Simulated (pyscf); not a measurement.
Structures and frequencies: ωB97X-D3(BJ)/def2-SVP in PySCF.

Question: Estimate by transition-state theory the rate constant of `[O][GeH3]` [doublet] + `[H][H]` → `[OH][GeH3]` + `[H]` [doublet] (doublet surface; H–H broken, H–O formed) at 298 K, with ωB97M-D3(BJ)/def2-TZVP energies (ideal gas, 1 atm, RRHO with modes under 100 cm⁻¹ raised to 100, one conformer, R ln 2 for chiral ones without a mode under 150 cm⁻¹; no tunnelling).

Answer: The electronic barrier is 4.6 kcal/mol and the thermal terms add +6.6, so ΔG‡ = 11.2 kcal/mol. With k_BT/h = 6.21e+12 s⁻¹ and RT = 0.592 kcal/mol, and a volume of 4.06e-20 cm³ per molecule at 1 atm, k = 1.5e-15 cm³ molecule⁻¹ s⁻¹. Wigner's tunnelling factor for 1016i cm⁻¹ would be 2.00, likely too low at so high a frequency. A shift of 1 kcal/mol in the barrier changes k by a factor 5.4. •O–GeH₃ lies 33.1 kcal/mol over its isomer HO–GeH₂• (electronic energy, ωB97M-D3(BJ)/def2-TZVP). This is the saddle that the search found; another between the same sides may lie lower. The angle at the transferred H is 159°. Elements up to Kr have no core potential and no relativistic terms here.
